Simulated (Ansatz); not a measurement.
```yaml
crystal:
  periodic: [false, false, false]
  atoms:
    - {symbol: Ge, position_ang: [0.329444, -0.328043, -0.326000]}
    - {symbol: Br, position_ang: [1.673246, 0.997016, 1.002729]}
    - {symbol: Br, position_ang: [-1.000014, -1.677528, 0.992537]}
    - {symbol: Br, position_ang: [-0.988085, 0.994027, -1.683703]}
    - {symbol: H, position_ang: [1.217613, -1.212437, -1.204887]}
basis:
  gaussian: {orbitals: def2-TZVP}
hamiltonian: {xc: pbe0}
relax: {f_tol: 0.004, max_steps: 80}
```

```sh
$ ansatz run in.yaml --threads 1 --pin off --events-out ev --progress --plain --max-ram 2176MiB
```

Steps of the relaxation (energy above the last step; positions in Å, forces in eV/Å):

```
5
step 1, 14.3 meV
Ge    0.329   -0.328   -0.326   -0.070    0.070    0.069
Br    1.673    0.997    1.003   -0.244   -0.170   -0.171
Br   -1.000   -1.678    0.993    0.170    0.245   -0.169
Br   -0.988    0.994   -1.684    0.168   -0.169    0.246
H     1.218   -1.212   -1.205   -0.025    0.025    0.025
```

```
5
step 2, 0.8 meV
Ge    0.342   -0.341   -0.339    0.009   -0.009   -0.009
Br    1.633    0.989    0.994    0.055    0.030    0.030
Br   -0.992   -1.637    0.984   -0.030   -0.056    0.030
Br   -0.980    0.986   -1.643   -0.029    0.030   -0.056
H     1.229   -1.224   -1.216   -0.006    0.006    0.006
```

```
5
step 3, 0.0 meV
Ge    0.339   -0.337   -0.335   -0.002    0.002    0.002
Br    1.642    0.990    0.995   -0.001   -0.002   -0.002
Br   -0.993   -1.646    0.985    0.002    0.001   -0.002
Br   -0.981    0.987   -1.652    0.002   -0.002    0.001
H     1.225   -1.220   -1.213   -0.001    0.001    0.001
```

Close pairs at the end: Ge1–H5 1.528 Å, Ge1–Br2 2.287 Å, Ge1–Br3 2.287 Å, Ge1–Br4 2.287 Å.

A stationary point of restricted PBE0 after 3 steps (its stability towards spin polarisation wasn't tested); no frequencies were run, so it isn't proven a minimum. 99 s on 1 thread of Arm Neoverse V2, shared host.
